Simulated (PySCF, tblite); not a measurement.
# C4H4S− (doublet): geometry, infrared bands and EPR parameters

Wanted: the infrared bands and EPR parameters of C4H4S− (doublet) (`CC#C[CH][S-]`), by calculation.

Programs: tblite 0.8.0 and PySCF 2.14.0, with density-fitted response routines of our own. Each step states its level of theory. These are calculated values for one molecule in the gas phase, unless marked as measured. Atoms count from 0, in the outputs and in this text.

## (1) The starting structure

9 atoms, charge -1, multiplicity 2; geometry from: force field or distance geometry start.

Bonds of the start (Å): C0–C1 1.45, C1–C2 1.22, C2–C3 1.45, C3–S4 1.77, C0–H5 1.11, C0–H6 1.13, C0–H7 1.12, C3–H8 1.12.

## (2) Relaxing the molecule with GFN2-xTB

Job settings and geometry (Å):

```
{"job": {"kind": "relax", "xc": "GFN2-xTB", "basis": "xTB"}, "charge": -1, "multiplicity": 2}
C     -1.790400     0.180600    -0.176400
C     -0.348700    -0.002500    -0.201000
C      0.860900    -0.175100    -0.218100
C      2.302400    -0.363500    -0.261400
S      2.986300     0.980500    -1.186400
H     -2.235000    -0.100600     0.802600
H     -2.045100     1.253700    -0.429000
H     -2.305800    -0.472400    -0.919000
H      2.589000    -1.294800    -0.805400
```

On the command line:

```bash
$ OMP_NUM_THREADS=1 python probes_run.py task.json out
```

The driver reads the jobs from task.json and runs them one after another.

The log of the run:

```text
step      E/eV     max force
  0    -379.11061    2.833
  1    -379.26045    2.003
  2    -379.37255    4.283
  3    -379.48096    2.694
  4    -379.53644    0.743
  5    -379.57768    0.688
  6    -379.59835    0.679
  7    -379.61820    0.579
  8    -379.63256    0.516
  9    -379.65137    0.496
 10    -379.66950    0.467
 11    -379.68169    0.270
 12    -379.68719    0.210
 13    -379.69066    0.171
 14    -379.69393    0.200
 15    -379.69586    0.124
 16    -379.69671    0.103
 17    -379.69709    0.053
 18    -379.69738    0.080
 19    -379.69773    0.111
 20    -379.69808    0.086
 21    -379.69845    0.069
 22    -379.69891    0.063
 23    -379.69950    0.117
 24    -379.70014    0.139
 25    -379.70072    0.084
 26    -379.70124    0.063
 27    -379.70174    0.097
 28    -379.70220    0.125
 29    -379.70254    0.092
 30    -379.70278    0.059
 31    -379.70300    0.055
 32    -379.70321    0.070
 33    -379.70335    0.050
 34    -379.70340    0.017
 35    -379.70342    0.017
 36    -379.70346    0.035
 37    -379.70353    0.054
 38    -379.70362    0.053
 39    -379.70370    0.029
 40    -379.70375    0.018
 41    -379.70378    0.019
 42    -379.70380    0.020
 43    -379.70381    0.014
 44    -379.70383    0.014
 45    -379.70384    0.020
 46    -379.70386    0.028
 47    -379.70390    0.036
 48    -379.70399    0.042
 49    -379.70412    0.031
 50    -379.70426    0.025
 51    -379.70435    0.025
 52    -379.70438    0.021
 53    -379.70439    0.010
```

Run time: 0.16 s. Hardware: 1 thread of Arm Neoverse V2, shared host.

Along the way: (not every step is listed)

| step | energy from step 0 (eV) | largest force (eV/Å) |
| --- | --- | --- |
| 0 | 0.0000 | 2.8326 |
| 1 | -0.1498 | 2.0030 |
| 2 | -0.2619 | 4.2828 |
| 3 | -0.3703 | 2.6942 |
| 4 | -0.4258 | 0.7425 |
| 5 | -0.4671 | 0.6882 |
| 6 | -0.4877 | 0.6793 |
| 7 | -0.5076 | 0.5790 |
| 8 | -0.5220 | 0.5162 |
| 12 | -0.5766 | 0.2101 |
| 16 | -0.5861 | 0.1030 |
| 20 | -0.5875 | 0.0861 |
| 24 | -0.5895 | 0.1388 |
| 28 | -0.5916 | 0.1254 |
| 32 | -0.5926 | 0.0700 |
| 36 | -0.5928 | 0.0346 |
| 40 | -0.5931 | 0.0184 |
| 44 | -0.5932 | 0.0142 |
| 48 | -0.5934 | 0.0418 |
| 49 | -0.5935 | 0.0311 |
| 50 | -0.5936 | 0.0247 |
| 51 | -0.5937 | 0.0249 |
| 52 | -0.5938 | 0.0208 |
| 53 | -0.5938 | 0.0097 |

Close pairs (by a distance rule), those that changed most:

| bond | before (Å) | after (Å) | change (Å) |
| --- | --- | --- | --- |
| C2–C3 | 1.454 | 1.368 | -0.087 |
| C3–S4 | 1.769 | 1.710 | -0.059 |
| C0–H6 | 1.131 | 1.094 | -0.037 |
| C3–H8 | 1.116 | 1.088 | -0.028 |
| C0–H7 | 1.115 | 1.098 | -0.017 |
| C0–H5 | 1.111 | 1.098 | -0.013 |
| C1–C2 | 1.222 | 1.219 | -0.003 |
| C0–C1 | 1.453 | 1.452 | -0.001 |

The end geometry stands in the next job.

## (3) Vibrational analysis with GFN2-xTB

Job settings and geometry (Å):

```
{"job": {"kind": "ir", "xc": "GFN2-xTB", "basis": "xTB"}, "charge": -1, "multiplicity": 2}
C     -1.815659     0.165384    -0.157578
C     -0.382624    -0.003417    -0.319816
C      0.817046    -0.173758    -0.454922
C      2.168591    -0.308992    -0.615243
S      3.219468     0.974943    -1.027586
H     -2.138867    -0.103410     0.857079
H     -2.095857     1.207637    -0.337271
H     -2.376460    -0.461993    -0.863359
H      2.617923    -1.290401    -0.475354
```

The log of the run:

```text
mode    cm-1     km/mol
  1     -13.2      0.12
  2      58.8      5.38
  3     108.4      2.61
  4     234.8      1.95
  5     272.5      0.07
  6     427.7      3.07
  7     449.0      4.58
  8     753.5      0.61
  9     922.6     10.48
 10    1031.1      7.07
 11    1032.2      2.89
 12    1205.0     33.09
 13    1339.8     22.00
 14    1395.2     45.18
 15    1485.4      0.01
 16    1494.1      3.08
 17    2250.3     86.08
 18    2850.3    113.82
 19    2881.7    234.19
 20    2908.2    167.27
 21    2940.4    102.64
```

Run time: 0.13 s. Hardware: 1 thread of Arm Neoverse V2, shared host.

The strongest bands and the atoms that carry them (share of the mass-weighted mode):

| cm⁻¹ | km/mol | atoms |
| --- | --- | --- |
| 1205 | 33.1 | H8 83 % |
| 1340 | 22.0 | C3 44 %, C1 21 %, C2 18 % |
| 1395 | 45.2 | H6 25 %, H5 24 %, C0 24 %, H7 23 % |
| 2250 | 86.1 | C2 49 %, C1 49 % |
| 2850 | 113.8 | H7 46 %, H5 45 % |
| 2882 | 234.2 | H5 46 %, H7 45 % |
| 2908 | 167.3 | H8 92 % |
| 2940 | 102.6 | H6 89 % |

## (4) EPR parameters: B3LYP/pcH-1

The job, as its differences from that of step 3:

```diff
@@ -1,2 +1,2 @@
-{"job": {"kind": "ir", "xc": "GFN2-xTB", "basis": "xTB"}, "charge": -1, "multiplicity": 2}
+{"job": {"kind": "epr", "basis": "pcH-1"}, "charge": -1, "multiplicity": 2}
 C     -1.815659     0.165384    -0.157578
```

Level: UKS B3LYP, pcH-1 on C H S, non-relativistic, mean-field spin-orbit, GIAO.

The log of the run:

```text
UKS, coarse grid
  cycle   1  E = -552.90808611  |g| = 3.47e-01
  cycle   2  E = -552.90413636  |g| = 3.84e-01
  cycle   3  E = -552.98163197  |g| = 1.38e-01
  cycle   4  E = -552.98913747  |g| = 6.25e-02
  cycle   5  E = -552.99106835  |g| = 7.97e-03
  cycle   6  E = -552.99109102  |g| = 5.56e-03
  cycle   7  E = -552.99111021  |g| = 1.49e-03
  cycle   8  E = -552.99111322  |g| = 1.01e-03
  cycle   9  E = -552.99111325  |g| = 3.64e-04
UKS, final grid
  cycle   1  E = -552.99111863  |g| = 4.23e-04
  cycle   2  E = -552.99111860  |g| = 5.85e-04
  cycle   3  E = -552.99111878  |g| = 8.71e-05
  cycle   4  E = -552.99111879  |g| = 1.01e-04
  cycle   5  E = -552.99111880  |g| = 3.74e-05
  cycle   6  E = -552.99111880  |g| = 1.10e-05
E = -552.99111880 Eh   <S^2> = 0.7579 (exact 0.7500)
g shifts (ppm)      1          2          3
  rmc          -174       -174       -174
  gc             -9         37         39
  oz_so        -235       9290      16973
  total        -419       9153      16839
hyperfine (MHz)  atom isotope    a_iso     a_fc   dipolar eigenvalues
    0   13C     -15.31     -15.31     -0.65     -0.40      1.06
    1   13C      28.48      28.47    -27.81    -21.92     49.72
    2   13C     -42.08     -42.07     -9.55     -2.42     11.97
    3   13C      41.74      41.31    -40.99    -39.75     80.73
    4   33S       6.07       5.55    -36.35    -32.62     68.97
    5    1H      41.30      41.30     -1.99     -1.70      3.69
    6    1H       3.77       3.76     -2.07     -1.57      3.65
    7    1H      41.30      41.30     -1.98     -1.70      3.68
    8    1H     -33.88     -34.01    -18.20     -1.74     19.94
```

It took 23 s on 1 thread of Arm Neoverse V2, shared host; peak memory 0.65 GiB.

Principal g values 2.00190, 2.01147, 2.01916; g(iso) = 2.01084, against 2.00232 for a free electron.

Mean a(iso) over the nuclei that a row names, and the largest dipolar term of the row (other rows stand at the frozen geometry):

| nuclei | isotope | a(iso) (MHz) | a(iso) (G, at g = 2.0023) | largest dipolar term (MHz) |
| --- | --- | --- | --- | --- |
| C2 | 13C | -42.1 | -15.0 | 12.0 |
| C3 | 13C | 41.7 | 14.9 | 80.7 |
| H8 | 1H | -33.9 | -12.1 | 19.9 |
| H5, H6, H7 | 1H | 28.8 | 10.3 | 3.7 |
| C1 | 13C | 28.5 | 10.2 | 49.7 |
| C0 | 13C | -15.3 | -5.5 | 1.1 |
| S4 | 33S | 6.1 | 2.2 | 69.0 |

Mulliken spin populations:

| atom | value (e) |
| --- | --- |
| C0 | -0.03 |
| C1 | 0.33 |
| C2 | -0.12 |
| C3 | 0.43 |
| S4 | 0.37 |
| H5 | 0.02 |
| H6 | 0.00 |
| H7 | 0.02 |
| H8 | -0.03 |

In first order the couplings over 0.8 MHz of 1H give 8 distinct lines over 42.9 G, if the averaged nuclei exchange fast.

The fields below are evaluated on a grid from the run's orbitals.

ELF in a plane through or near 7 of the atoms.

Values, 10 rows by 14 columns:
```
0.00 0.00 0.00 0.00 0.00 0.00 0.00 0.00 0.00 0.00 0.00 0.00 0.00 0.00
0.00 0.00 0.00 0.01 0.01 0.00 0.00 0.00 0.00 0.00 0.00 0.00 0.00 0.00
0.00 0.00 0.03 0.79 0.78 0.01 0.08 0.20 0.01 0.01 0.02 0.00 0.00 0.00
0.00 0.00 0.03 0.96 0.97 0.08 0.53 0.60 0.13 0.22 0.30 0.03 0.00 0.00
0.00 0.06 0.07 0.36 0.62 0.82 0.61 0.79 0.69 0.78 0.80 0.08 0.00 0.00
0.01 0.59 0.82 0.59 0.67 0.81 0.61 0.64 0.83 0.29 0.49 0.04 0.00 0.00
0.03 0.66 0.92 0.31 0.66 0.05 0.52 0.63 0.13 0.97 0.96 0.12 0.00 0.00
0.00 0.33 0.76 0.71 0.91 0.23 0.04 0.15 0.01 0.94 0.96 0.09 0.00 0.00
0.00 0.02 0.20 0.64 0.75 0.30 0.00 0.00 0.00 0.03 0.03 0.00 0.00 0.00
0.00 0.00 0.01 0.11 0.15 0.01 0.00 0.00 0.00 0.00 0.00 0.00 0.00 0.00
```
The map spans 11.6 Å across and 7.6 Å up, centred on the molecule. Atoms in the plane (x, y in Å): C0 (1.8, 0.0), C1 (0.4, 0.0), C2 (-0.8, 0.1), C3 (-2.2, 0.2), S4 (-3.2, -1.2), H6 (2.2, -1.1), H8 (-2.7, 1.1).

On the surface of density 0.002 e/bohr³ the electrostatic potential runs, from the 1st to the 99th percentile, from -6.10 V near S4 to -2.32 V near H7.

The spin density lies nearest to S4 32 %; C3 28 %; C1 21 %; C2 8 % (beta excess).

## (5) Results

| quantity | value |
| --- | --- |
| strongest single infrared mode (GFN2-xTB) | 2882 cm⁻¹, 234 km/mol |
| zero-point energy (GFN2-xTB) | 37.2 kcal/mol |
| g(iso) (B3LYP) | 2.01084 |
| ⟨S²⟩ | 0.758 (exact 0.75) |
| largest a(iso) (averaged by class) | 13C on C2, -42.1 MHz |

**Reading.** Over 53 steps the energy fell by 0.594 eV; of the close pairs, C2–C3 changed most, 1.454 to 1.368 Å. The lowest mode is slightly imaginary (13i cm⁻¹), a soft motion within the noise of the Hessian, so the minimum is not strictly shown. The strongest single mode, at 2882 cm⁻¹, moves mainly H5 and H7. Unscaled tight-binding wavenumbers are off by several per cent, some by more. Its intensities can rank the bands wrongly. The largest spin populations lie on C3 (0.43 e), S4 (0.37 e), C1 (0.33 e). The isotropic g lies 8.5 ppt above the free-electron value.
